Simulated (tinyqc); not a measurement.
Inside a calculation (part 1 of 2). Method: coupled-perturbed Hartree-Fock on RHF in the sto-3g basis, for H2O, spin multiplicity 1. Computed by tinyqc, a small Python program that keeps every step (integrals from PySCF). Settings: charge = 0, multiplicity = 1, basis = sto-3g, method = RHF, energy threshold = 1e-10, iteration cap = 70, orthogonalisation = canonical, start = atomic densities, DIIS depth = 6. Command: `OMP_NUM_THREADS=1 python tinyqc.py 30449 30450 out.jsonl` (the two numbers bound the seeds that draw the settings). One thread of a shared host (Intel(R) Xeon(R) Processor @ 2.60GHz), about 0.2 s of CPU time with the checks. Later iterations appear only in the table of the cycle.

## One-electron integrals

Geometry (angstrom):
```
atom         x          y         z
O     0.000000   0.000000  0.000000
H     0.000000   0.715000  0.540000
H     0.000000  -0.715000  0.540000
```

Basis sto-3g: exponents (1/bohr^2) and contraction coefficients of normalised primitives:
```
element  l (shell)    exponent  coefficient
O            s (1)  130.709320     0.154329
O            s (1)   23.808861     0.535328
O            s (1)    6.443608     0.444635
O            s (2)    5.033151    -0.099967
O            s (2)    1.169596     0.399513
O            s (2)    0.380389     0.700115
O            p (3)    5.033151     0.155916
O            p (3)    1.169596     0.607684
O            p (3)    0.380389     0.391957
H            s (1)    3.425251     0.154329
H            s (1)    0.623914     0.535328
H            s (1)    0.168855     0.444635
```

Overlap, kinetic and nuclear-attraction integrals over the contracted functions; the nuclear repulsion is the sum of Za Zb / Rab.

nuclear repulsion = 9.81959408 hartree

overlap S, lower triangle:
```
           1O 1s     1O 2s    1O 2px     1O 2py    1O 2pz     2H 1s     3H 1s
1O 1s   1.000000
1O 2s   0.236704  1.000000
1O 2px  0.000000  0.000000  1.000000
1O 2py  0.000000  0.000000  0.000000   1.000000
1O 2pz  0.000000  0.000000  0.000000   0.000000  1.000000
2H 1s   0.062365  0.515770  0.000000   0.330184  0.249370  1.000000
3H 1s   0.062365  0.515770  0.000000  -0.330184  0.249370  0.283567  1.000000
```

kinetic energy T (hartree), lower triangle:
```
            1O 1s     1O 2s    1O 2px     1O 2py    1O 2pz     2H 1s     3H 1s
1O 1s   29.003200
1O 2s   -0.168011  0.808128
1O 2px   0.000000  0.000000  2.528731
1O 2py   0.000000  0.000000  0.000000   2.528731
1O 2pz   0.000000  0.000000  0.000000   0.000000  2.528731
2H 1s    0.002609  0.160137  0.000000   0.266101  0.200971  0.760032
3H 1s    0.002609  0.160137  0.000000  -0.266101  0.200971  0.016354  0.760032
```

nuclear attraction V (hartree), lower triangle:
```
             1O 1s       1O 2s      1O 2px      1O 2py      1O 2pz      2H 1s      3H 1s
1O 1s   -61.799647
1O 2s    -7.462672  -10.210275
1O 2px    0.000000    0.000000  -10.041179
1O 2py    0.000000    0.000000    0.000000  -10.224717
1O 2pz   -0.021354   -0.244635    0.000000    0.000000  -10.145868
2H 1s    -2.028204   -4.310209    0.000000   -2.464136   -1.946267  -6.101046
3H 1s    -2.028204   -4.310209    0.000000    2.464136   -1.946267  -1.900125  -6.101046
```

core Hamiltonian H = T + V (hartree), lower triangle:
```
             1O 1s      1O 2s     1O 2px     1O 2py     1O 2pz      2H 1s      3H 1s
1O 1s   -32.796447
1O 2s    -7.630683  -9.402147
1O 2px    0.000000   0.000000  -7.512448
1O 2py    0.000000   0.000000   0.000000  -7.695986
1O 2pz   -0.021354  -0.244635   0.000000   0.000000  -7.617137
2H 1s    -2.025595  -4.150071   0.000000  -2.198035  -1.745296  -5.341014
3H 1s    -2.025595  -4.150071   0.000000   2.198035  -1.745296  -1.883771  -5.341014
```

## Two-electron integrals

Functions are numbered as in S; the eight-fold symmetry (ij|kl) = (ji|kl) = (kl|ij) leaves the list below.

Two-electron integrals (ij|kl) in chemists' order, unique and non-zero (hartree):
```
(11|11) 4.785065    (21|11) 0.741380    (21|21) 0.136873    (22|11) 1.118947
(22|21) 0.256633    (22|22) 0.817206    (31|31) 0.024477    (32|31) 0.037809
(32|32) 0.180518    (33|11) 1.115814    (33|21) 0.256684    (33|22) 0.817023
(33|33) 0.880159    (41|41) 0.024477    (42|41) 0.037809    (42|42) 0.180518
(43|43) 0.047444    (44|11) 1.115814    (44|21) 0.256684    (44|22) 0.817023
(44|33) 0.785270    (44|44) 0.880159    (51|51) 0.024477    (52|51) 0.037809
(52|52) 0.180518    (53|53) 0.047444    (54|54) 0.047444    (55|11) 1.115814
(55|21) 0.256684    (55|22) 0.817023    (55|33) 0.785270    (55|44) 0.785270
(55|55) 0.880159    (61|11) 0.198869    (61|21) 0.036366    (61|22) 0.067620
(61|33) 0.067495    (61|41) 0.001320    (61|42) 0.002457    (61|44) 0.067738
(61|51) 0.000997    (61|52) 0.001856    (61|54) 0.000184    (61|55) 0.067634
(61|61) 0.009785    (62|11) 0.447882    (62|21) 0.103852    (62|22) 0.361973
(62|33) 0.356148    (62|41) 0.006147    (62|42) 0.045464    (62|44) 0.367065
(62|51) 0.004643    (62|52) 0.034337    (62|54) 0.008245    (62|55) 0.362375
(62|61) 0.028048    (62|62) 0.192733    (63|31) 0.011294    (63|32) 0.064166
(63|43) 0.009626    (63|53) 0.007270    (63|63) 0.028653    (64|11) 0.244781
(64|21) 0.057537    (64|22) 0.214277    (64|33) 0.204392    (64|41) 0.014313
(64|42) 0.089973    (64|44) 0.230121    (64|51) 0.002281    (64|52) 0.019491
(64|54) 0.012162    (64|55) 0.208086    (64|61) 0.016279    (64|62) 0.138605
(64|64) 0.127308    (65|11) 0.184869    (65|21) 0.043455    (65|22) 0.161831
(65|33) 0.154366    (65|41) 0.002281    (65|42) 0.019491    (65|44) 0.159257
(65|51) 0.013016    (65|52) 0.078886    (65|54) 0.013320    (65|55) 0.171696
(65|61) 0.012295    (65|62) 0.104681    (65|64) 0.074509    (65|65) 0.084925
(66|11) 0.562289    (66|21) 0.132485    (66|22) 0.525755    (66|33) 0.504340
(66|41) 0.010866    (66|42) 0.107727    (66|44) 0.544859    (66|51) 0.008206
(66|52) 0.081360    (66|54) 0.030602    (66|55) 0.527452    (66|61) 0.036165
(66|62) 0.340495    (66|64) 0.280065    (66|65) 0.211518    (66|66) 0.774606
(71|11) 0.198869    (71|21) 0.036366    (71|22) 0.067620    (71|33) 0.067495
(71|41) -0.001320   (71|42) -0.002457   (71|44) 0.067738    (71|51) 0.000997
(71|52) 0.001856    (71|54) -0.000184   (71|55) 0.067634    (71|61) 0.009635
(71|62) 0.027174    (71|64) 0.014316    (71|65) 0.011916    (71|66) 0.034558
(71|71) 0.009785    (72|11) 0.447882    (72|21) 0.103852    (72|22) 0.361973
(72|33) 0.356148    (72|41) -0.006147   (72|42) -0.045464   (72|44) 0.367065
(72|51) 0.004643    (72|52) 0.034337    (72|54) -0.008245   (72|55) 0.362375
(72|61) 0.027174    (72|62) 0.159266    (72|64) 0.078244    (72|65) 0.084162
(72|66) 0.235090    (72|71) 0.028048    (72|72) 0.192733    (73|31) 0.011294
(73|32) 0.064166    (73|43) -0.009626   (73|53) 0.007270    (73|63) 0.022989
(73|73) 0.028653    (74|11) -0.244781   (74|21) -0.057537   (74|22) -0.214277
(74|33) -0.204392   (74|41) 0.014313    (74|42) 0.089973    (74|44) -0.230121
(74|51) -0.002281   (74|52) -0.019491   (74|54) 0.012162    (74|55) -0.208086
(74|61) -0.014316   (74|62) -0.078244   (74|64) -0.015771   (74|65) -0.040320
(74|66) -0.099896   (74|71) -0.016279   (74|72) -0.138605   (74|74) 0.127308
(75|11) 0.184869    (75|21) 0.043455    (75|22) 0.161831    (75|33) 0.154366
(75|41) -0.002281   (75|42) -0.019491   (75|44) 0.159257    (75|51) 0.013016
(75|52) 0.078886    (75|54) -0.013320   (75|55) 0.171696    (75|61) 0.011916
(75|62) 0.084162    (75|64) 0.040320    (75|65) 0.066787    (75|66) 0.136787
(75|71) 0.012295    (75|72) 0.104681    (75|74) -0.074509   (75|75) 0.084925
(76|11) 0.189338    (76|21) 0.044257    (76|22) 0.165847    (76|33) 0.162206
(76|44) 0.165477    (76|51) 0.003194    (76|52) 0.027401    (76|55) 0.169687
(76|61) 0.011830    (76|62) 0.086702    (76|64) 0.053481    (76|65) 0.052944
(76|66) 0.155136    (76|71) 0.011830    (76|72) 0.086702    (76|74) -0.053481
(76|75) 0.052944    (76|76) 0.046365    (77|11) 0.562289    (77|21) 0.132485
(77|22) 0.525755    (77|33) 0.504340    (77|41) -0.010866   (77|42) -0.107727
(77|44) 0.544859    (77|51) 0.008206    (77|52) 0.081360    (77|54) -0.030602
(77|55) 0.527452    (77|61) 0.034558    (77|62) 0.235090    (77|64) 0.099896
(77|65) 0.136787    (77|66) 0.360812    (77|71) 0.036165    (77|72) 0.340495
(77|74) -0.280065   (77|75) 0.211518    (77|76) 0.155136    (77|77) 0.774606
```

## Orthogonalisation

S = U s U^T; canonical form X = U s^(-1/2), so that X^T S X = 1. Each column of U has its largest component positive (the first on a tie).

eigenvalues of S: 0.302057  0.370215  0.887074  1.000000  1.087833  1.346218  2.006603

X:
```
                1          2          3         4          5          6         7
1O 1s   -0.290565   0.000000   0.769525  0.000000  -0.612574   0.000000  0.142932
1O 2s    1.276869   0.000000  -0.290851  0.000000  -0.288435   0.000000  0.412831
1O 2px   0.000000   0.000000   0.000000  1.000000   0.000000   0.000000  0.000000
1O 2py   0.000000   0.978864   0.000000  0.000000   0.000000   0.692330  0.000000
1O 2pz   0.569709   0.000000   0.639248  0.000000   0.658713   0.000000  0.183349
2H 1s   -0.797259  -0.933531  -0.144740  0.000000   0.116006   0.362975  0.370053
3H 1s   -0.797259   0.933531  -0.144740  0.000000   0.116006  -0.362975  0.370053
```

## Starting guess

The start is atomic minimal-basis densities projected into this basis (PySCF's MINAO start) and scaled to the electron count of each spin; this density is not idempotent, so its energy is not variational and may lie below the converged one.

D at the start, lower triangle:
```
            1O 1s      1O 2s    1O 2px     1O 2py    1O 2pz     2H 1s     3H 1s
1O 1s    2.143064
1O 2s   -0.484228   2.075032
1O 2px   0.000000   0.000000  1.308440
1O 2py   0.000000   0.000000  0.000000   1.140606
1O 2pz   0.018811  -0.099240  0.000000   0.000000  1.231384
2H 1s   -0.018034   0.032919  0.000000   0.119346  0.051301  1.006380
3H 1s   -0.018034   0.032919  0.000000  -0.119346  0.051301  0.080649  1.006380
```

## Iteration 1: building the Fock matrix

J_ij = sum D_kl (ij|kl), K_ij = sum D_kl (ik|jl); F = H + J - 0.5 K; E = tr D H + tr D J / 2 - 0.25 tr D K + E_nn.

Coulomb J (hartree), lower triangle:
```
            1O 1s     1O 2s    1O 2px     1O 2py    1O 2pz     2H 1s     3H 1s
1O 1s   17.326943
1O 2s    3.254735  8.115416
1O 2px   0.000000  0.000000  8.064865
1O 2py   0.000000  0.000000  0.000000   8.145729
1O 2pz   0.014748  0.163651  0.000000   0.000000  8.111409
2H 1s    0.865615  3.620188  0.000000   2.145971  1.683394  5.412157
3H 1s    0.865615  3.620188  0.000000  -2.145971  1.683394  1.678340  5.412157
```

exchange K (hartree), lower triangle:
```
           1O 1s     1O 2s    1O 2px     1O 2py    1O 2pz     2H 1s     3H 1s
1O 1s   9.923335
1O 2s   1.709777  2.887441
1O 2px  0.000000  0.000000  1.729696
1O 2py  0.000000  0.000000  0.000000   1.891700
1O 2pz  0.024036  0.193892  0.000000   0.000000  1.823176
2H 1s   0.502184  1.532489  0.000000   0.677036  0.604658  1.619539
3H 1s   0.502184  1.532489  0.000000  -0.677036  0.604658  0.775880  1.619539
```

Fock matrix F (hartree), lower triangle:
```
             1O 1s      1O 2s     1O 2px     1O 2py     1O 2pz      2H 1s      3H 1s
1O 1s   -20.431172
1O 2s    -5.230837  -2.730451
1O 2px    0.000000   0.000000  -0.312431
1O 2py    0.000000   0.000000   0.000000  -0.496107
1O 2pz   -0.018624  -0.177930   0.000000   0.000000  -0.417317
2H 1s    -1.411072  -1.296128   0.000000  -0.390582  -0.364231  -0.738626
3H 1s    -1.411072  -1.296128   0.000000   0.390582  -0.364231  -0.593371  -0.738626
```

total energy of this density = -75.65922632 hartree

This density is the starting one; it is not idempotent, so its energy is not variational and may lie below the converged one.

## Iteration 1: diagonalisation and new density

Diagonalise F' = X^T F X, C = X C', fill 5 alpha and 5 beta electrons from the bottom; D = 2 C_occ C_occ^T. Each column has its largest component positive (the first on a tie).

F' = X^T F X (hartree), lower triangle:
```
           1          2          3          4          5          6          7
1   0.255324
2   0.000000   0.699124
3   1.342772   0.000000  -9.621469
4   0.000000   0.000000   0.000000  -0.312431
5  -0.927334   0.000000   9.057347   0.000000  -9.413392
6   0.000000  -0.010446   0.000000   0.000000   0.000000  -0.668680
7  -0.053357   0.000000  -3.776035   0.000000   4.001504   0.000000  -3.096229
```

orbital energies (hartree): MO1 -20.440742, MO2 -1.557496, MO3 -0.668759, MO4 -0.450093, MO5 -0.312431, MO6 0.572565, MO7 0.699204

coefficients C:
```
              MO1        MO2        MO3        MO4       MO5        MO6        MO7
1O 1s    0.993833  -0.236515   0.000000   0.088975  0.000000  -0.143925   0.000000
1O 2s    0.028007   0.837412   0.000000  -0.466406  0.000000   1.024224   0.000000
1O 2px   0.000000   0.000000   0.000000   0.000000  1.000000   0.000000   0.000000
1O 2py   0.000000   0.000000   0.699784   0.000000  0.000000   0.000000   0.973548
1O 2pz   0.003865   0.120528   0.000000   0.835338  0.000000   0.698852   0.000000
2H 1s   -0.005694   0.148413   0.355835   0.215702  0.000000  -0.859291  -0.936276
3H 1s   -0.005694   0.148413  -0.355835   0.215702  0.000000  -0.859291   0.936276
```

D after iteration 1, lower triangle:
```
            1O 1s      1O 2s    1O 2px     1O 2py    1O 2pz      2H 1s     3H 1s
1O 1s    2.103118
1O 2s   -0.423449   1.839157
1O 2px   0.000000   0.000000  2.000000
1O 2py   0.000000   0.000000  0.000000   0.979397
1O 2pz   0.099318  -0.577133  0.000000   0.000000  1.424664
2H 1s   -0.043138   0.047037  0.000000   0.498016  0.396101   0.390411
3H 1s   -0.043138   0.047037  0.000000  -0.498016  0.396101  -0.116065  0.390411
```

## Iteration 7 (converged): orbitals

converged F (hartree), lower triangle:
```
             1O 1s      1O 2s     1O 2px     1O 2py     1O 2pz      2H 1s      3H 1s
1O 1s   -20.224873
1O 2s    -5.163719  -2.467652
1O 2px    0.000000   0.000000  -0.395709
1O 2py    0.000000   0.000000   0.000000  -0.369865
1O 2pz   -0.031154  -0.154086   0.000000   0.000000  -0.390173
2H 1s    -1.379293  -1.135193   0.000000  -0.412721  -0.383075  -0.666846
3H 1s    -1.379293  -1.135193   0.000000   0.412721  -0.383075  -0.470795  -0.666846
```

As before.

F' = X^T F X (hartree), lower triangle:
```
           1         2          3          4          5          6          7
1   0.354485
2   0.000000  0.812474
3   1.338899  0.000000  -9.489160
4   0.000000  0.000000   0.000000  -0.395709
5  -0.869238  0.000000   8.988385   0.000000  -9.308670
6   0.000000  0.122418   0.000000   0.000000   0.000000  -0.643808
7   0.009430  0.000000  -3.826905   0.000000   3.915541   0.000000  -2.882256
```

orbital energies (hartree): MO1 -20.233989, MO2 -1.300974, MO3 -0.654027, MO4 -0.457402, MO5 -0.395709, MO6 0.666765, MO7 0.822693

coefficients C:
```
              MO1        MO2        MO3        MO4       MO5        MO6        MO7
1O 1s    0.993971  -0.230836   0.000000   0.104849  0.000000  -0.141479   0.000000
1O 2s    0.028019   0.812121   0.000000  -0.548707  0.000000   1.003598   0.000000
1O 2px   0.000000   0.000000   0.000000   0.000000  1.000000   0.000000   0.000000
1O 2py   0.000000   0.000000   0.608502   0.000000  0.000000   0.000000   1.033064
1O 2pz   0.004937   0.150338   0.000000   0.795260  0.000000   0.738689   0.000000
2H 1s   -0.006722   0.161830   0.439374   0.250446  0.000000  -0.847355  -0.900101
3H 1s   -0.006722   0.161830  -0.439374   0.250446  0.000000  -0.847355   0.900101
```

D after iteration 7, lower triangle:
```
            1O 1s      1O 2s    1O 2px     1O 2py    1O 2pz      2H 1s     3H 1s
1O 1s    2.104514
1O 2s   -0.434296   1.922808
1O 2px   0.000000   0.000000  2.000000
1O 2py   0.000000   0.000000  0.000000   0.740549
1O 2pz   0.107171  -0.628266  0.000000   0.000000  1.310128
2H 1s   -0.035557  -0.012368  0.000000   0.534720  0.446931   0.564014
3H 1s   -0.035557  -0.012368  0.000000  -0.534720  0.446931  -0.208185  0.564014
```

## Convergence

Stop when the energy changes by less than 1e-10 hartree and every element of the error matrix X^T (F D S - S D F) X is below 3e-06.

Course of the cycle:
```
iteration   E (hartree)     change  largest element of the error matrix
1          -75.65922632          -                             1.61e+00
2          -74.91403754   7.45e-01                             2.54e-01
3          -74.94237274  -2.83e-02                             2.57e-02
4          -74.94269660  -3.24e-04                             5.33e-03
5          -74.94271548  -1.89e-05                             2.15e-05
6          -74.94271548  -7.94e-10                             7.01e-06
7          -74.94271548  -9.74e-11                             4.02e-07
```

PySCF RHF in the same basis = -74.94271548 hartree

Converged in 7 iterations.

## Populations, bond orders and dipole

Mulliken: Z minus the diagonal of D S on the atom; Loewdin: the same with S^(1/2) D S^(1/2); Mayer order: 2 sum_s sum (D(s) S)_ij (D(s) S)_ji over the two atoms.

Charges (e):
```
atom   Mulliken    Loewdin
1O    -0.431220  -0.290204
2H     0.215610   0.145102
3H     0.215610   0.145102
```

Mayer bond orders:
```
pair     order
2-1   0.938640
3-1   0.938640
3-2   0.014872
```

dipole moment about the origin, x y z (debye): 0.000000  0.000000  1.792529
